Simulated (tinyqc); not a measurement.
Worked calculation: Pariser-Parr-Pople SCF with singles CI, for the molecule NC1=CC(N)=C1 (SMILES; centres numbered as the heavy atoms are written). Computed by tinyqc, a small Python program that keeps every step. Settings: charge = 0, gamma = Ohno, start = huckel, damping = 0, iteration cap = 88, excitations kept = 9. Command: `OMP_NUM_THREADS=1 python tinyqc.py 30326 30327 out.jsonl` (the two numbers bound the seeds that draw the settings). One thread of a shared host (Intel(R) Xeon(R) Processor @ 2.60GHz), about 0.01 s of CPU time with the checks. Later iterations appear only in the table of the cycle.

## PPP integrals

Centres (angstrom, eV; a flat drawing with bonds scaled to 1.40 angstrom):

| centre | x | y | core charge z | W | gamma_rr |
|---|---|---|---|---|---|
| 1N | 2.390000 | 0.000000 | 2 | 25.600000 | 16.800000 |
| 2C | 0.990000 | 0.000000 | 1 | 11.160000 | 11.130000 |
| 3C | 0.000000 | 0.990000 | 1 | 11.160000 | 11.130000 |
| 4C | -0.990000 | 0.000000 | 1 | 11.160000 | 11.130000 |
| 5N | -2.390000 | 0.000000 | 2 | 25.600000 | 16.800000 |
| 6C | 0.000000 | -0.990000 | 1 | 11.160000 | 11.130000 |

Resonance integrals (eV):

| i | j | beta |
|---|---|---|
| 1 | 2 | -2.240000 |
| 2 | 3 | -2.390000 |
| 3 | 4 | -2.390000 |
| 4 | 5 | -2.240000 |
| 4 | 6 | -2.390000 |
| 6 | 2 | -2.390000 |

Ohno: gamma = 14.399645/sqrt(R^2 + a^2), a = 2 x 14.399645/(gamma_rr + gamma_ss); H_rr = -W_r - sum_(s != r) z_s gamma_rs; H_rs = beta for bonds.

repulsion gamma_rs (eV):
```
           1N         2C         3C         4C         5N         6C
1N  16.800000   8.281656   5.170699   4.074854   2.965185   5.170699
2C   8.281656  11.130000   7.553654   6.088094   4.074854   7.553654
3C   5.170699   7.553654  11.130000   7.553654   5.170699   6.088094
4C   4.074854   6.088094   7.553654  11.130000   8.281656   7.553654
5N   2.965185   4.074854   5.170699   8.281656  16.800000   5.170699
6C   5.170699   7.553654   6.088094   7.553654   5.170699  11.130000
```

core matrix H (eV):
```
            1N          2C          3C          4C          5N          6C
1N  -54.228275   -2.240000    0.000000    0.000000    0.000000    0.000000
2C   -2.240000  -57.068420   -2.390000    0.000000    0.000000   -2.390000
3C    0.000000   -2.390000  -53.038197   -2.390000    0.000000    0.000000
4C    0.000000    0.000000   -2.390000  -57.068420   -2.240000   -2.390000
5N    0.000000    0.000000    0.000000   -2.240000  -54.228275    0.000000
6C    0.000000   -2.390000    0.000000   -2.390000    0.000000  -53.038197
```

## Starting guess

pi electrons, sum of z_r less the charge = 8

Orbitals of the Hueckel matrix of the beta values.

P at the start:
```
           1N         2C         3C         4C         5N         6C
1N   1.409969   0.712168  -0.192119  -0.287832   0.409969  -0.192119
2C   0.712168   1.000000   0.452752   0.000000  -0.287832   0.452752
3C  -0.192119   0.452752   1.590031   0.452752  -0.192119  -0.409969
4C  -0.287832   0.000000   0.452752   1.000000   0.712168   0.452752
5N   0.409969  -0.287832  -0.192119   0.712168   1.409969  -0.192119
6C  -0.192119   0.452752  -0.409969   0.452752  -0.192119   1.590031
```

## Iteration 1: Fock matrix

F_rr = H_rr + P_rr gamma_rr / 2 + sum_(s != r) P_ss gamma_rs; F_rs = H_rs - P_rs gamma_rs / 2; E = tr P (H + F) / 2 + core repulsion sum_(r<s) z_r z_s gamma_rs.

F (eV):
```
           1N         2C         3C         4C         5N         6C
1N  -9.404066  -5.188967   0.496696   0.586436  -0.607817   0.496696
2C  -5.188967  -3.971944  -4.099967   0.000000   0.586436  -4.099967
3C   0.496696  -4.099967  -4.821058  -4.099967   0.496696   1.247965
4C   0.586436   0.000000  -4.099967  -3.971944  -5.188967  -4.099967
5N  -0.607817   0.586436   0.496696  -5.188967  -9.404066   0.496696
6C   0.496696  -4.099967   1.247965  -4.099967   0.496696  -4.821058
```

pi energy = -121.529676 eV

## Iteration 1: orbitals and new P

Diagonalise F (the basis is taken as orthonormal) and form P = 2 sum c c over the lowest orbitals.

orbital energies (eV): -14.070515  -12.642990  -8.938419  -6.069024  -0.125202  5.452014

P after iteration 1:
```
           1N         2C         3C         4C         5N         6C
1N   1.629291   0.638227  -0.167660  -0.284525   0.243895  -0.167660
2C   0.638227   0.814038   0.467631   0.199434  -0.284525   0.467631
3C  -0.167660   0.467631   1.556671   0.467631  -0.167660  -0.443329
4C  -0.284525   0.199434   0.467631   0.814038   0.638227   0.467631
5N   0.243895  -0.284525  -0.167660   0.638227   1.629291  -0.167660
6C  -0.167660   0.467631  -0.443329   0.467631  -0.167660   1.556671
```

## Iteration 2: Fock matrix

As before.

F (eV):
```
           1N         2C         3C         4C         5N         6C
1N  -9.554262  -4.882786   0.433461   0.579698  -0.361597   0.433461
2C  -4.882786  -3.932901  -4.156160  -0.607086   0.579698  -4.156160
3C   0.433461  -4.156160  -5.751096  -4.156160   0.433461   1.349514
4C   0.579698  -0.607086  -4.156160  -3.932901  -4.882786  -4.156160
5N  -0.361597   0.579698   0.433461  -4.882786  -9.554262   0.433461
6C   0.433461  -4.156160   1.349514  -4.156160   0.433461  -5.751096
```

pi energy = -122.814888 eV

## Iteration 2: orbitals and new P

As before.

orbital energies (eV): -14.382729  -12.459540  -9.243093  -7.100611  -0.058940  4.768394

P after iteration 2:
```
           1N         2C         3C         4C         5N         6C
1N   1.675948   0.614408  -0.163371  -0.266595   0.202838  -0.163371
2C   0.614408   0.764433   0.468781   0.237543  -0.266595   0.468781
3C  -0.163371   0.468781   1.559619   0.468781  -0.163371  -0.440381
4C  -0.266595   0.237543   0.468781   0.764433   0.614408   0.468781
5N   0.202838  -0.266595  -0.163371   0.614408   1.675948  -0.163371
6C  -0.163371   0.468781  -0.440381   0.468781  -0.163371   1.559619
```

## Iteration 3: Fock matrix

As before.

F (eV):
```
           1N         2C         3C         4C         5N         6C
1N  -9.606454  -4.784159   0.422371   0.543168  -0.300726   0.422371
2C  -4.784159  -3.889900  -4.160504  -0.723093   0.543168  -4.160504
3C   0.422371  -4.160504  -5.983641  -4.160504   0.422371   1.340542
4C   0.543168  -0.723093  -4.160504  -3.889900  -4.784159  -4.160504
5N  -0.300726   0.543168   0.422371  -4.784159  -9.606454   0.422371
6C   0.422371  -4.160504   1.340542  -4.160504   0.422371  -5.983641
```

pi energy = -122.893797 eV

## Iteration 3: orbitals and new P

As before.

orbital energies (eV): -14.450803  -12.384600  -9.318219  -7.324183  -0.087935  4.605750

P after iteration 3:
```
           1N         2C         3C         4C         5N         6C
1N   1.689229   0.607549  -0.162344  -0.258918   0.189995  -0.162344
2C   0.607549   0.747206   0.468619   0.246441  -0.258918   0.468619
3C  -0.162344   0.468619   1.563565   0.468619  -0.162344  -0.436435
4C  -0.258918   0.246441   0.468619   0.747206   0.607549   0.468619
5N   0.189995  -0.258918  -0.162344   0.607549   1.689229  -0.162344
6C  -0.162344   0.468619  -0.436435   0.468619  -0.162344   1.563565
```

## Convergence

Stop when output and input P, before any damping, agree to 1e-7.

Course of the cycle:

| iteration | E (eV) | largest \|P(out) - P(in)\| |
|---|---|---|
| 1 | -121.52967595 | 2.19e-01 |
| 2 | -122.81488762 | 4.96e-02 |
| 3 | -122.89379725 | 1.72e-02 |
| 4 | -122.90208545 | 6.47e-03 |
| 5 | -122.90317836 | 2.51e-03 |
| 6 | -122.90334233 | 9.97e-04 |
| 7 | -122.90336883 | 4.01e-04 |
| 8 | -122.90337330 | 1.63e-04 |
| 9 | -122.90337406 | 6.69e-05 |
| 10 | -122.90337420 | 2.76e-05 |
| 11 | -122.90337422 | 1.14e-05 |
| 12 | -122.90337422 | 4.75e-06 |
| 13 | -122.90337423 | 1.98e-06 |
| 14 | -122.90337423 | 8.26e-07 |
| 15 | -122.90337423 | 3.45e-07 |
| 16 | -122.90337423 | 1.44e-07 |
| 17 | -122.90337423 | 6.05e-08 |

Converged in 17 iterations.

## Converged orbitals

Charges are z - P_rr.

orbital energies (eV): -14.481009  -12.358203  -9.362400  -7.420900  -0.102218  4.533372

coefficients:
```
         MO1        MO2        MO3        MO4        MO5        MO6
1N  0.369258   0.614938   0.577290   0.000000  -0.349072  -0.174313
2C  0.473039   0.349072  -0.150523   0.000000   0.614938   0.503564
3C  0.374009   0.000000  -0.379578   0.707107   0.000000  -0.464799
4C  0.473039  -0.349072  -0.150523   0.000000  -0.614938   0.503564
5N  0.369258  -0.614938   0.577290   0.000000   0.349072  -0.174313
6C  0.374009   0.000000  -0.379578  -0.707107   0.000000  -0.464799
```

pi charges: 1N 0.304473, 2C 0.263451, 3C -0.567924, 4C 0.263451, 5N 0.304473, 6C -0.567924

## Singles CI, singlets

Over the 8 single excitations with the smallest orbital gaps: A = (e_a - e_i) delta + 2 (ia|jb) - (ij|ab), with (pq|rs) = sum c_mp c_mq gamma_mn c_nr c_ns. f = 2/3 w |mu|^2 in atomic units, mu = sqrt2 sum c_ia sum_m c_mi c_ma R_m.

singlet CI matrix (eV):
```
          4>5        3>5       4>6        2>5        3>6        1>5        2>6        1>6
4>5  0.345761   0.000000  0.000000   0.000000   0.000000   0.000000   0.000000   0.000000
3>5  0.000000   5.215714  0.000000   0.000000   0.000000   0.211338  -0.893485   0.000000
4>6  0.000000   0.000000  6.267907   0.000000   0.000000   0.000000   0.000000   0.000000
2>5  0.000000   0.000000  0.000000   7.208507  -0.285916   0.000000   0.000000  -0.881632
3>6  0.000000   0.000000  0.000000  -0.285916   8.297870   0.000000   0.000000   0.631044
1>5  0.000000   0.211338  0.000000   0.000000   0.000000   8.273376  -0.684174   0.000000
2>6  0.000000  -0.893485  0.000000   0.000000   0.000000  -0.684174  11.051937   0.000000
1>6  0.000000   0.000000  0.000000  -0.881632   0.631044   0.000000   0.000000  12.326149
```

singlet excitation energies (eV): 0.345761  5.078263  6.267907  7.034130  8.114049  8.219746  11.348715  12.578650

oscillator strengths: 0.000000  1.187765  0.464450  0.000000  0.008547  0.000000  0.000833  0.000000

## Singles CI, triplets

Over the 8 single excitations with the smallest orbital gaps: A = (e_a - e_i) delta - (ij|ab), with (pq|rs) = sum c_mp c_mq gamma_mn c_nr c_ns.

triplet CI matrix (eV):
```
          4>5        3>5       4>6        2>5        3>6        1>5        2>6        1>6
4>5  0.345761   0.000000  0.000000   0.000000   0.000000   0.000000   0.000000   0.000000
3>5  0.000000   2.167920  0.000000   0.000000   0.000000   0.102552  -1.331613   0.000000
4>6  0.000000   0.000000  4.089420   0.000000   0.000000   0.000000   0.000000   0.000000
2>5  0.000000   0.000000  0.000000   4.946954  -1.331613   0.000000   0.000000  -1.574054
3>6  0.000000   0.000000  0.000000  -1.331613   7.288841   0.000000   0.000000   0.828692
1>5  0.000000   0.102552  0.000000   0.000000   0.000000   6.909289  -1.574054   0.000000
2>6  0.000000  -1.331613  0.000000   0.000000   0.000000  -1.574054  10.427055   0.000000
1>6  0.000000   0.000000  0.000000  -1.574054   0.828692   0.000000   0.000000  11.603936
```

triplet excitation energies (eV): 0.345761  1.954143  4.089420  4.171705  6.339666  7.456275  11.210455  12.211752
